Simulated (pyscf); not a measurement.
PySCF, gas phase, ωB97X-D3(BJ)/def2-SVP geometries.

Question: Estimate by transition-state theory the rate constant of `[GaH2][SeH]` + `[FH]` → `[F][GaH][SeH]` + `[H][H]` (singlet surface; Ga–H, F–H broken, F–Ga, H–H formed) at 298 K, with ωB97M-D3(BJ)/def2-TZVP energies (ideal gas, 1 atm, RRHO with modes under 100 cm⁻¹ raised to 100, one conformer, R ln 2 for chiral ones without a mode under 150 cm⁻¹; no tunnelling).

Answer: The electronic barrier is 8.1 kcal/mol and the thermal terms add +8.7, so ΔG‡ = 16.8 kcal/mol. With k_BT/h = 6.21e+12 s⁻¹ and RT = 0.592 kcal/mol, and a volume of 4.06e-20 cm³ per molecule at 1 atm, k = 1.2e-19 cm³ molecule⁻¹ s⁻¹. Wigner's tunnelling factor for 1073i cm⁻¹ would be 2.12, likely too low at so high a frequency. A shift of 1 kcal/mol in the barrier changes k by a factor 5.4. On the reactant side the descent ends in a complex (not fully relaxed), 5.9 kcal/mol under the separated species and 13.0 kcal/mol under the saddle at ωB97X-D3(BJ)/def2-TZVP. At the saddle there is also a short Ga–H contact that neither side keeps. The same reactants have a lower exit, to H₂Se + F–GaH₂ (highest point, the separated products, at +1.7 kcal/mol at ωB97M-D3(BJ)/def2-TZVP, against +8.1 kcal/mol here). This is the saddle that the search found; another between the same sides may lie lower. Elements up to Kr have no core potential and no relativistic terms here.
